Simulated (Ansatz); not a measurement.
Geometry optimisation, RKS CAM-B3LYP/6-31G* (Ansatz).

Input:

```yaml
crystal:
  periodic: [false, false, false]
  atoms:
    - { symbol: Al, position_ang: [-0.480286, -0.957076, 0.523263] }
    - { symbol: H, position_ang: [2.090314, -0.432344, -0.520731] }
    - { symbol: H, position_ang: [-0.068095, -1.963293, -0.635257] }
    - { symbol: H, position_ang: [0.332208, -0.848101, 1.887458] }
    - { symbol: H, position_ang: [-1.33578, 1.13571, -0.203704] }
    - { symbol: F, position_ang: [-2.191502, -0.672664, 0.67123] }
    - { symbol: H, position_ang: [1.878142, 0.218908, -0.414072] }
    - { symbol: "N", position_ang: [-0.33952, 0.924232, -0.285213] }
    - { symbol: H, position_ang: [0.184752, 1.619581, 0.241887] }
    - { symbol: H, position_ang: [-0.070231, 0.975147, -1.264962] }
basis:
  gaussian: { orbitals: "6-31G*" }
hamiltonian:
  xc: cam_b3lyp
relax:
  f_tol: 0.03
  max_steps: 50
```

Command:

```bash
$ ansatz run input.yaml --threads 2 --pin off --max-ram 3072MiB --backend cpu --events-out ev --progress --plain --runs-dir out
```

**Question.** Where does it end, and by what steps?

**Answer.** It converged. The force dipped under the threshold on the way, but the program's further checks kept it going. After 28 steps the energy has fallen by 0.260 eV; H7 moved furthest, 1.36 Å.

```csv
step,energy less start (eV),largest force component (eV/Å),accepted
0,0.0000,2.046,yes
1,-0.1489,0.872,yes
2,-0.1762,1.013,yes
3,-0.2137,0.342,yes
4,-0.2069,0.351,no
5,-0.2281,0.129,yes
6,-0.2288,0.501,yes
7,-0.2386,0.021,yes
8,-0.2386,0.277,yes
9,-0.2425,0.019,yes
10,-0.2448,0.073,yes
11,-0.2435,0.322,no
12,-0.2463,0.052,yes
13,-0.2473,0.083,yes
14,-0.2462,0.282,no
15,-0.2493,0.091,yes
16,-0.2506,0.102,yes
17,-0.2513,0.154,yes
18,-0.2528,0.127,yes
19,-0.2545,0.085,yes
20,-0.2550,0.214,yes
21,-0.2569,0.079,yes
22,-0.2577,0.019,yes
23,-0.2585,0.039,yes
24,-0.2585,0.138,no
25,-0.2591,0.033,yes
26,-0.2593,0.081,yes
27,-0.2597,0.030,yes
28,-0.2598,0.002,yes
```

```xyz
10
Properties=species:S:1:pos:R:3
Al -0.720 -0.920 0.771
H 2.090 -0.491 -1.288
H 0.436 -1.776 0.078
H -0.703 -0.655 2.344
H -1.182 1.211 -0.527
F -2.237 -1.066 0.075
H 2.460 0.057 -1.637
N -0.357 0.968 0.022
H -0.244 1.669 0.752
H 0.457 1.003 -0.590
```

Run time: 30 s on 2 threads of AMD EPYC 7R13 Processor (Zen 3) (shared host), peak memory 0.16 GiB.
